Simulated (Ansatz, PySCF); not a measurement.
System: C4H7 (charge 0, doublet). It need not be the lowest isomer of its formula. 
Geometry from a B3LYP-D3(BJ)/def2-TZVP (Ansatz, a first-principles code) optimisation:
```xyz
11

C      0.2258     0.1355     1.4075
C      0.0074     0.0796     0.0451
H      0.3812     1.0824     1.9077
H      0.2473    -0.7595     2.0139
C     -0.0284     1.2303    -0.7280
H      0.1213     2.2049    -0.2831
H     -0.2068     1.1890    -1.7940
C     -0.1820    -1.2614    -0.6281
H     -0.3684    -2.0499     0.1004
H     -1.0204    -1.2357    -1.3259
H      0.7092    -1.5350    -1.1977
```
Charge 0, spin multiplicity 2.

Total electronic energies in hartree. Valence correlation only, unless marked. Open shells are spin-unrestricted. Spin-orbit coupling is left out. No relativistic terms. CBS(X,Y): correlation extrapolated as X^-3; Hartree-Fock from the larger set. The bracket is a focal-point correction in the basis named.

The UHF reference is spin-contaminated (<S^2> 0.20 over the pure value in the largest basis). 

```csv
level,program,energy (Eh)
HF/def2-TZVPD,PySCF,-155.56286
B3LYP-D3(BJ)/def2-TZVPD,Ansatz + dftd3,-156.65412
B3LYP-D4/def2-TZVPD,Ansatz + dftd4,-156.65243
TPSSh/def2-TZVPD,PySCF,-156.64839
r2SCANh-D4/def2-TZVPD,Ansatz + dftd4,-156.53028
r2SCANh/def2-TZVPD,Ansatz,-156.52856
CAM-B3LYP-D3(BJ)/def2-TZVPD,Ansatz + dftd3,-156.54240
CAM-B3LYP-D4/def2-TZVPD,Ansatz + dftd4,-156.54259
LC-wPBE-D4/def2-TZVPD,Ansatz + dftd4,-156.53152
LC-wPBE/def2-TZVPD,Ansatz,-156.52421
B2GP-PLYP/def2-TZVPD,Ansatz,-156.43898
MP2/cc-pVDZ,Ansatz,-156.03131
CCSD/STO-3G,Ansatz,-153.88969
CCSD/aug-cc-pVDZ,Ansatz,-156.11864
"RI-MP2/CBS(cc-pVTZ,cc-pVQZ)+[CCSD(T)-MP2]/cc-pVDZ",Ansatz,-156.3536
```

Totals of different functionals don't rank their quality; only differences between species are comparable.
